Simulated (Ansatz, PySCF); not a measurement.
System: C2H4S, charge 0, singlet. C2H4S (SMILES S1CC1).
B3LYP-D3(BJ)/def2-TZVP minimum from Ansatz (an electronic-structure program):
```
C
H 1 1.0824
H 1 1.0824 2 114.91
C 1 1.4789 2 118.24 3 147.30
H 4 1.0824 1 118.24 2 0.00
H 4 1.0824 5 114.91 1 147.30
S 1 1.8219 2 115.22 3 -137.55
```

Property: enthalpy of formation at 298 K (by atomisation, with ideal-gas terms from PySCF's Hessian at B3LYP-D3(BJ)/def2-TZVP and the atoms' measured values of the G2/97 table; no spin-orbit terms), in kJ/mol. Open shells are spin-unrestricted; no spin-orbit coupling. CBS(X,Y): correlation extrapolated as X^-3, Hartree-Fock from the larger set (Q,5: extrapolated as (X+1)exp(-9√X)). A bracket is a step between two methods taken in the basis named. Functionals run without relativity, which enters their misses. '+ core + X2C': CCSD(T) terms for core correlation (cc-pwCVTZ, 1s frozen past Ne) and scalar relativity (cc-pVTZ-DK). Where a partner has so few electrons that a lower coupled-cluster level is exact, that level stands in.

Measured: 19.6 kcal/mol, 82.0 kJ/mol (G2/97 table in ASE (Curtiss et al.)); atomic spin-orbit terms, which the calculations lack, would raise the computed values.

Q: How far off this value is PBE/def2-TZVPD (Ansatz), in which direction, and which of these levels come nearer: r2SCAN/def2-TZVPD, B3LYP/def2-TZVPD, PBE0/def2-TZVPD, wB97M-V/def2-TZVPD, CCSD(T)/CBS(cc-pV(Q+d)Z,cc-pV(5+d)Z) + core + X2C?

A: PBE gives 17.2 kJ/mol, 64.8 kJ/mol below it. Errors of the others: r2SCAN/def2-TZVPD (Ansatz) -13.6; B3LYP/def2-TZVPD (Ansatz) 21.6; PBE0/def2-TZVPD (Ansatz) -22.1; wB97M-V/def2-TZVPD (Ansatz) -14.9; CCSD(T)/CBS(cc-pV(Q+d)Z,cc-pV(5+d)Z) + core + X2C (Ansatz) -9.7; CCSD(T)/CBS(cc-pV(Q+d)Z,cc-pV(5+d)Z) + [CCSDT(Q) - CCSD(T)]/cc-pV(D+d)Z + core + X2C (Ansatz) -11.6 kJ/mol. Nearer than PBE: r2SCAN/def2-TZVPD, B3LYP/def2-TZVPD, PBE0/def2-TZVPD, wB97M-V/def2-TZVPD, CCSD(T)/CBS(cc-pV(Q+d)Z,cc-pV(5+d)Z) + core + X2C, CCSD(T)/CBS(cc-pV(Q+d)Z,cc-pV(5+d)Z) + [CCSDT(Q) - CCSD(T)]/cc-pV(D+d)Z + core + X2C. The highest level lies far from the tabulated value, which was not checked at its source: another state or conformer, missing terms or a fault of the table are possible.
